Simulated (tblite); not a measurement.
Isomers of C4H4NS (doublet state). All values are computed: GFN2-xTB (tblite) harmonic vibrations without scaling, gas phase. This tight-binding method is rough: wavenumbers can miss measured ones by several per cent, in bad cases by 10 to 20. One conformer each. Open shells enter through the occupations alone, without spin polarisation, and single modes of such species can be off by tens of per cent.

Electronic energies: GFN2-xTB at the same geometries; isomer energies are rough at this level and their order can be wrong.

```
           SMILES  electronic energy, lowest = 0 (kJ/mol)
       Cc1cn[c]s1                                    87.2
     [CH2]c1ccsn1                                     0.0
       Cc1c[c]sn1                                   109.2
       Cc1[c]csn1                                   100.2
C[C@]1(C#N)[CH]S1                                   161.4
```

Q: How do GFN2-xTB zero-point energies change the relative energies?

A: 
| SMILES | ZPE (kJ/mol) | of it from modes above 1550 cm⁻¹ | electronic (kJ/mol) | with ZPE, lowest = 0 (kJ/mol) | lowest mode (cm⁻¹) | rings |
| --- | --- | --- | --- | --- | --- | --- |
| [CH2]c1ccsn1 | 178.3 | 75.5 | 0.0 | 0.0 | 212 | 1 |
| Cc1cn[c]s1 | 180.3 | 82.6 | 87.2 | 89.2 | 90 | 1 |
| Cc1[c]csn1 | 179.7 | 73.5 | 100.2 | 101.6 | 82 | 1 |
| Cc1c[c]sn1 | 180.0 | 73.2 | 109.2 | 110.8 | 92 | 1 |
| C[C@]1(C#N)[CH]S1 | 175.7 | 87.2 | 161.4 | 158.8 | 137 | 1 |

The zero-point energies span 4.6 kJ/mol, from `C[C@]1(C#N)[CH]S1` to `Cc1cn[c]s1`. The order is unchanged.

Q: What do entropy and thermal enthalpy add at 298.15 K and 1 bar (rigid rotor, harmonic oscillator, one conformer each)?

A: 
```tsv
SMILES	point group	symmetry number	S (J/(mol K))	H − H(0) (kJ/mol)	ZPE + H − H(0) − TS (kJ/mol)
[CH2]c1ccsn1	Cs	1	314.1	16.35	101.0
Cc1cn[c]s1	Cs	1	327.7	17.82	100.4
Cc1[c]csn1	Cs	1	326.9	17.65	99.8
Cc1c[c]sn1	Cs	1	325.8	17.56	100.4
C[C@]1(C#N)[CH]S1	C1	1	341.5	19.85	93.7
```

S holds R ln(2S + 1) for the spin.
